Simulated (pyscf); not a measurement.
**Routes from HO–GaH–F (SMILES [OH][GaH][F])**

Candidate steps break at most two bonds and form at most two. Each was searched with GFN2-xTB (tblite) first. PySCF, gas phase, ωB97X-D3(BJ)/def2-SVP geometries. Correlated levels are frozen-core, on RHF or UHF. ΔMP2 is the change of the MP2 total energy from the triple- to the quadruple-zeta basis. Energies: CCSD(T)/def2-TZVPP + ΔMP2(QZVPP), kcal/mol, from the reactant's lowest minimum found, singlet surface; ΔG‡ with ideal gas, 1 atm, RRHO with modes under 100 cm⁻¹ raised to 100, one conformer, R ln 2 for chiral ones without a mode under 150 cm⁻¹.

```json
[
 {"products": "HO–Ga [singlet] + HF", "type": "1,1-elimination", "ΔE‡": "57.3", "ΔE": "+23.9", "ΔG‡ 298 K": "55.1", "ΔG‡ 900 K": "54.7", "ν‡ (cm⁻¹)": "1363i"},
 {"products": "F–Ga [singlet] + H₂O", "type": "1,1-elimination", "ΔE‡": "58.4", "ΔE": "+11.2", "ΔG‡ 298 K": "55.6", "ΔG‡ 900 K": "54.3", "ν‡ (cm⁻¹)": "1453i"}
]
```

Row 1: On the reactant side the descent ends in a point that may be a rotor saddle (no frequency run), 1.7 kcal/mol over the lowest minimum found and 57.0 kcal/mol under the saddle at ωB97X-D3(BJ)/def2-TZVP. Row 2: On the product side the descent ends in a bound adduct (not fully relaxed), 10.2 kcal/mol under the separated species and 55.8 kcal/mol under the saddle at ωB97X-D3(BJ)/def2-TZVP. 

Plain bond fissions and candidates not yet searched are not listed, and one of them may be faster. Each barrier is that of the saddle found; lower ones may exist. The CCSD(T) − MP2 part came from Ansatz, without density fitting, on the same reference. The frozen core leaves the outer d or s,p core shells of the metals and heavy elements correlated in the MP2 and CC values, and def2-TZVPP describes them poorly, which can shift differences by a few kcal/mol. Elements up to Kr have no core potential and no relativistic terms here.
